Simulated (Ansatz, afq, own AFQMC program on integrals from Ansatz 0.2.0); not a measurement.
H$_{3}$, doublet in cc-pVTZ, levels against full CI

| atom | x (Å) | y (Å) | z (Å) |
| --- | --- | --- | --- |
| H | 0.0000 | 0.0000 | -0.8720 |
| H | 0.0000 | 0.0000 | 0.0320 |
| H | 0.0000 | 0.0000 | 0.8400 |

Basis cc-pVTZ. Only valence electrons are correlated. Ansatz 0.2.0 and our own AFQMC program on the same integrals; the CISD trial comes from CCSD amplitudes, and released means the phaseless constraint is let go. ± is one standard error of the sampling.

Determinant: UHF, the one that the program's search chose, which needn't be the lowest solution. The geometry is a point of a scan.

Full CI on the same integrals is exact in this basis and with this determinant's frozen core.

```
T1 diagnostic                               : 0.0167
weight of the determinant in the CISD state : 0.973
⟨S²⟩ of the determinant                     : 0.775
size of the correlated space                : 3 electrons in 42 orbitals
```

| level | correlation energy (eV) |
| --- | --- |
| MP2 | -1.0799 |
| CCSD | -1.3868 |
| CCSD(T) | -1.3989 |

(1) Estimate where phaseless AFQMC with a CISD trial lies against CCSD(T) on the same integrals.

(1) 0.09 ± 0.007 mEh below CCSD(T).

Reference: full CI, correlation energy -1.402 eV. The released energy is read at 2.40 1/Eh (meV from the phaseless value at times in 1/Eh: -0.12 ± 0.11 at 0.24, -0.25 ± 0.14 at 0.51, -0.35 ± 0.15 at 0.99, -0.28 ± 0.09 at 1.62, -0.26 ± 0.14 at 2.40).

```json
{"level": "CCSD(T)", "E − E(reference) (mEh)": "0.11", "share of correlation (%)": "99.79"}
{"level": "ph-AFQMC/HF", "E − E(reference) (mEh)": "0.72 ± 0.21", "share of correlation (%)": "98.60"}
{"level": "ph-AFQMC/CISD", "E − E(reference) (mEh)": "0.01 ± 0.007", "share of correlation (%)": "99.97"}
{"level": "released AFQMC", "E − E(reference) (mEh)": "0.00 ± 0.005", "share of correlation (%)": "99.99"}
```

A walk keeps the symmetry of its determinant, which the program's search chose and which needn't be the lowest solution, so a lower state of the same spin and another symmetry isn't excluded. Released energies are given only where the last usable release times agree within the noise; a slower fall can still hide under it.
